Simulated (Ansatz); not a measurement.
H₂O₂Si (`O[Si]O`), relaxed with RKS PBE0-D4/def2-TZVP in Ansatz 0.2.0 from a PBE-D4/def2-SVP geometry. The force threshold is 0.005 eV/Å; the program also tests the step.

The species carries charge 0 and has multiplicity 1.

Start:

```xyz
5

O     0.328    1.390   -0.502
Si   -0.546    0.000   -0.859
O    -0.109   -0.922    0.502
H     0.833    1.346    0.336
H    -0.506   -1.813    0.524
```

By how much does the energy fall, and how many steps does the optimiser take? (Estimate.)

The calculation gave: 5.04 kJ/mol, in 6 steps, 1 of them rejected.

Which bonds change most? (Estimate.)

The calculation gave: O1–Si2 from 1.680 to 1.642 Å; Si2–O3 from 1.701 to 1.663 Å; O1–H4 from 0.980 to 0.964 Å; O3–H5 from 0.975 to 0.960 Å.

Give the relaxed structure. (Estimate.)

The calculation gave: 
```xyz
5

O     0.320    1.360   -0.489
Si   -0.531    0.000   -0.838
O    -0.121   -0.923    0.483
H     0.837    1.365    0.324
H    -0.505   -1.802    0.519
```
